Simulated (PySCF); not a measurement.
H2P, doublet, geometry from GFN2-xTB; PySCF with MP2/def2-SVP.

Here is a job for PySCF.
```python
from pyscf import gto, scf, mp

mol = gto.M(
    atom='''
P     0.004594    0.114263    0.002712
H    -1.029186   -0.817904    0.018903
H     0.960271   -0.896034   -0.059580
''',
    basis='def2-svp',
    charge=0,
    spin=1,
    verbose=4,
)

mf = scf.UHF(mol)
mf.kernel()

pt = mp.MP2(mf)
pt.kernel()
print('E(MP2) = %.10f' % pt.e_tot)
```

What does PySCF print? Leave out banner, timings and long lists.


```
PySCF version 2.14.0

[INPUT] verbose = 4
[INPUT] num. atoms = 3
[INPUT] num. electrons = 17
[INPUT] charge = 0
[INPUT] spin (= nelec alpha-beta = 2S) = 1
[INPUT] symmetry False subgroup None
[INPUT] Mole.unit = angstrom
[INPUT] Symbol           X                Y                Z      unit          X                Y                Z       unit  Magmom
[INPUT]  1 P      0.004594000000   0.114263000000   0.002712000000 AA    0.008681401816   0.215925776171   0.005124937250 Bohr   0.0
[INPUT]  2 H     -1.029186000000  -0.817904000000   0.018903000000 AA   -1.944879671237  -1.545614556186   0.035721492933 Bohr   0.0
[INPUT]  3 H      0.960271000000  -0.896034000000  -0.059580000000 AA    1.814649195362  -1.693258858299  -0.112589882502 Bohr   0.0

nuclear repulsion = 11.6695702694378
number of shells = 14
number of NR pGTOs = 50
number of NR cGTOs = 28
basis = def2-svp
ecp = {}

******** <class 'pyscf.scf.uhf.UHF'> ********
method = UHF
initial guess = minao
damping factor = 0
level_shift factor = 0
DIIS = <class 'pyscf.scf.diis.CDIIS'>
diis_start_cycle = 1
diis_space = 8
diis_damp = 0
SCF conv_tol = 1e-09
SCF conv_tol_grad = None
SCF max_cycles = 50
direct_scf = True
direct_scf_tol = 1e-13
number electrons alpha = 9  beta = 8
Set gradient conv threshold to 3.16228e-05
init E= -341.475061938441

cycle= 1 E= -341.748304495916  delta_E= -0.273  |g|= 0.115  |ddm|= 1.04
cycle= 2 E= -341.761400642126  delta_E= -0.0131  |g|= 0.0341  |ddm|= 0.155
cycle= 3 E= -341.762800176311  delta_E= -0.0014  |g|= 0.0112  |ddm|= 0.0596
cycle= 4 E= -341.762989999271  delta_E= -0.00019  |g|= 0.00308  |ddm|= 0.0275
cycle= 5 E= -341.7630066829  delta_E= -1.67e-05  |g|= 0.000873  |ddm|= 0.00986
cycle= 6 E= -341.763008241443  delta_E= -1.56e-06  |g|= 0.000311  |ddm|= 0.00258
cycle= 7 E= -341.763008483765  delta_E= -2.42e-07  |g|= 0.000143  |ddm|= 0.000858
cycle= 8 E= -341.763008549406  delta_E= -6.56e-08  |g|= 5.44e-05  |ddm|= 0.000656
cycle= 9 E= -341.763008558718  delta_E= -9.31e-09  |g|= 7.82e-06  |ddm|= 0.000352
cycle= 10 E= -341.76300855883  delta_E= -1.12e-10  |g|= 2.19e-06  |ddm|= 3.02e-05
Extra cycle  E= -341.763008558837  delta_E= -6.48e-12  |g|= 1.11e-06  |ddm|= 4.48e-06
converged SCF energy = -341.763008558837  <S^2> = 0.76302616  2S+1 = 2.012984

******** <class 'pyscf.mp.ump2.UMP2'> ********
nocc = (np.int64(9), np.int64(8)), nmo = (28, 28)
E(UMP2) = -341.878023288167  E_corr = -0.115014729330729
E(SCS-UMP2) = -341.882618365763  E_corr = -0.119609806926754
E_corr(same-spin) = -0.021239848003985
E_corr(oppo-spin) = -0.0937748813267439
E(MP2) = -341.8780232882
```
